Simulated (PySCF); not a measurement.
Isomers of C6H12, from PBE0-D3(BJ)/def2-SVP geometry optimisation, gas phase in PySCF 2.14.0. One conformer each, no zero-point energy, no frequencies.

Question: Which is lowest in electronic energy at this level?
A. `[CH2:1]=[CH:2][CH2:3][CH2:4][CH2:5][CH3:6]` with C1–C2–C3–C4 -118°, C2–C3–C4–C5 -179°, C3–C4–C5–C6 180° (1-hexene): A = 13419, B = 1250, C = 1229 MHz, dipole 0.43 D
B. `[CH2:1]1[CH2:2][CH2:3][CH2:4][CH2:5][CH2:6]1` with C6–C1–C2–C3 -55°, C1–C2–C3–C4 55°, C2–C3–C4–C5 -55°, C3–C4–C5–C6 55°: A = 4329, B = 4328, C = 2474 MHz, dipole 0.00 D
C. `[CH3:1][CH:2]1[CH2:3][CH2:4][CH2:5][CH2:6]1` with C1–C2–C3–C4 164°, C2–C3–C4–C5 -23°, C3–C4–C5–C6 -3°, C4–C5–C6–C2 27° (methylcyclopentane): A = 6279, B = 2940, C = 2220 MHz, dipole 0.08 D

Answer: B. That is `C1CCCCC1`, 5.9 kcal/mol below the next.

```json
{"SMILES": "C1CCCCC1", "mapped SMILES": "[CH2:1]1[CH2:2][CH2:3][CH2:4][CH2:5][CH2:6]1", "E (Eh)": "-235.43654", "relative (kcal/mol)": "0.0", "relative (kJ/mol)": "0.0", "dipole (D)": "0.00"}
{"SMILES": "CC1CCCC1", "mapped SMILES": "[CH3:1][CH:2]1[CH2:3][CH2:4][CH2:5][CH2:6]1", "E (Eh)": "-235.42722", "relative (kcal/mol)": "5.9", "relative (kJ/mol)": "24.5", "dipole (D)": "0.08"}
{"SMILES": "C=CCCCC", "mapped SMILES": "[CH2:1]=[CH:2][CH2:3][CH2:4][CH2:5][CH3:6]", "E (Eh)": "-235.39271", "relative (kcal/mol)": "27.5", "relative (kJ/mol)": "115.1", "dipole (D)": "0.43"}
```

As drawn, the highest has a C=C bond outside aromatic rings, which the lowest lacks.
